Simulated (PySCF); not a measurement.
# SiO2: structure of the triplet

The task is one start of a wider search on SiO2: the triplet, from a end-on start. It is relaxed, tested by its Hessian and followed downhill if it is a saddle.

The runs use PySCF 2.14.0; PBE0, basis Si def2-TZVP, O def2-TZVP, no relativity, density fitting.

## 1. Where the work starts

3 atoms, charge 0, spin multiplicity 3.

Bond lengths: Si1–O2 1.844 Å, O2–O3 1.445 Å. Angles: Si1–O2–O3 119.9°.

```xyz
3
charge 0 multiplicity 3
Si    0.0000    0.0000    0.0000
O     0.0000    0.0000    1.8437
O     1.2528    0.0000    2.5637
```

## 2. The SCF at the typed geometry

One driver script runs all steps and calls PySCF; scf.py shows how it sets up the SCF of each step. The optimiser is the driver's own. After this first run the driver tries any further starts and a stability analysis.

Input file scf.py:

```python
from pyscf import gto, scf, dft
mol = gto.M(atom='''
Si     0.000000     0.000000     0.000000
O      0.000000     0.000000     1.843700
O      1.252800     0.000000     2.563700''',
    basis={'Si': 'def2-TZVP', 'O': 'def2-TZVP'},
    charge=0, spin=2)
mf = dft.UKS(mol, xc='PBE0')
mf.grids.atom_grid = (50, 194)
aux = {'Si': 'def2-universal-JKFIT', 'O': 'def2-universal-JKFIT'}
mf = mf.density_fit(auxbasis=aux)
mf.conv_tol = 1e-08
mf.diis_space = 10
mf.max_cycle = 60
mf.init_guess = 'minao'
mf.verbose = 4
mf.kernel()
```

Run with:

```console
> OMP_NUM_THREADS=2 python axn.py task.json out
```

The runs that follow: End-on start, triplet: relaxation; Frequencies.

Before running it: what results should come out? Wanted: minimum; geometry; wavenumbers; dipole moment; highest occupied, lowest empty level; polar-tensor charge of Si1; zero-point energy; atomisation energy; ⟨S²⟩.

As calculated:

| quantity | value |
| --- | --- |
| minimum | triplet, Cs |
| geometry | O–O 1.343 Å, Si–O 1.710 Å; O–O–Si 113.5° |
| wavenumbers (cm⁻¹) | 257 (a'), 719 (a'), 1031 (a') |
| dipole moment | 1.73 D |
| highest occupied, lowest empty level (either spin) | -5.63, -3.79 eV |
| polar-tensor charge of Si1 | +0.48 e |
| zero-point energy | 12.0 kJ/mol |
| entropy at 298.15 K | 270.3 J/(mol K) |
| atomisation energy (no zero-point energy) | 678 kJ/mol |
| ⟨S²⟩ | 2.013 |

In words: The molecule stays Cs, as typed, and the end point is a minimum. The strongest infrared band lies at 719 cm⁻¹ (a'). Most of the spin sits on Si1 (Mulliken spin 1.02, against 2 for the whole molecule). The first SCF alone would have been 11 kJ/mol too high. Other starts or spin states, not run here, may lie lower.
